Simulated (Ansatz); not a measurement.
A made-up structure of C$_{2}$H$_{3}$Na, singlet:

```tsv
atom	x (Å)	y (Å)	z (Å)
C1	-0.6323	0.1361	-0.4041
C2	0.4365	0.1409	0.4001
Na3	1.8744	-1.6148	0.5720
H4	-0.8914	-0.7145	-1.0383
H5	-1.3307	0.9754	-0.4940
H6	2.9802	-3.2250	0.3162
```

It is relaxed with PBE-D4/def2-SVP and then PBE0-D4/def2-TZVP (Ansatz 0.2.0). Atoms count as bonded within 1.22 times the sum of their covalent radii (H–H: 0.88 Å). The end point is not checked to be a true minimum.

(1) Does its bonding change? (A judgement: the text doesn't fix the answer.)

Results:

(1) Computed: Yes. Formed: C2–H6; broken: Na3–H6.

Where it ends: The first stage lowers the energy by 3.26 eV in 29 steps. It ends as C₂H₃Na ([CH2][CH][Na]):
C1  (-0.226, -0.421, -0.416)
C2  (0.830, -1.147, -0.032)
Na3  (2.343, -0.430, 1.509)
H4  (-0.961, -0.757, -1.155)
H5  (-0.436, 0.574, -0.015)
H6  (0.886, -2.121, -0.538)
(Å)

Labels in which every atom is bracketed show which atoms are joined, not bond orders.

For scale, one of the runs: PBE0-D4/def2-TZVP relaxation, 112 basis functions, launched by `ansatz run in.yaml --threads 2 --pin off --events-out ev --progress --plain --max-ram 4352MiB`. Hardware: 2 CPU threads of an Arm Neoverse V2, shared host. Wall time about 10 s.
